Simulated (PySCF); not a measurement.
System (SMILES): C=CCl.
Geometry (B3LYP-D3(BJ)/def2-TZVP, fixed):
```xyz
6

C      0.0112     0.7589    -0.0124
C      1.3049     1.0233     0.0034
Cl    -0.6370    -0.8532     0.0042
H     -0.7591     1.5163    -0.0370
H      2.0529     0.2431     0.0280
H      1.6388     2.0524    -0.0084
```
Charge 0, spin multiplicity 1.

Basis-set convergence of the mean static polarisability at PBE with PySCF. All functions are spherical. Density fitting with generated auxiliary sets. In sets without p functions on hydrogen, species with hydrogen take exact integrals. No added dispersion term, no relativity. Reference: the value in aug-pcseg-2, 42.60 bohr³, itself unsure by roughly 0.2 % (its distance from aug-cc-pV(T+d)Z). Deviations are taken from unrounded values. Cost is core time over that of 6-31G**, rough, on shared machines of one kind; a dash marks a row that isn't timed (too short, read off another run, short of memory, by another algorithm or on other hardware).

```csv
basis,functions,cost
STO-3G,22,-
3-21G,37,-
6-31G,37,-
6-31G*,52,-
6-31G**,61,1×
6-31+G*,64,-
6-311G**,80,2×
6-311+G**,92,3×
aug-pcseg-1,100,2×
"6-311++G(2d,2p)",119,3×
"6-311++G(3df,3pd)",179,5×
aug-pcseg-2,211,7×
```

Problem. Which is the smallest set listed that can be trusted to 5 % here, that is, within that of the reference together with its larger relatives (same family, alike in diffuse functions; a set with none to test it counts only in the reference's own line)?

Solution. The smallest set listed that lies within 5 % of the reference with all its larger relatives (same family, alike in diffuse functions; a set with none counts only in the reference's own line) is aug-pcseg-1 (100 functions, 2× in cost, -1.1 % off). Inside, with no larger relative to test it: 6-311++G(3df,3pd). Value minus reference over the reference: STO-3G -65.9, 3-21G -38.7, 6-31G -35.0, 6-31G* -30.6, 6-31G** -30.0, 6-31+G* -15.3, 6-311G** -24.7, 6-311+G** -14.0, aug-pcseg-1 -1.1, 6-311++G(2d,2p) -7.7, 6-311++G(3df,3pd) -2.0, aug-pcseg-2 0.0 %.
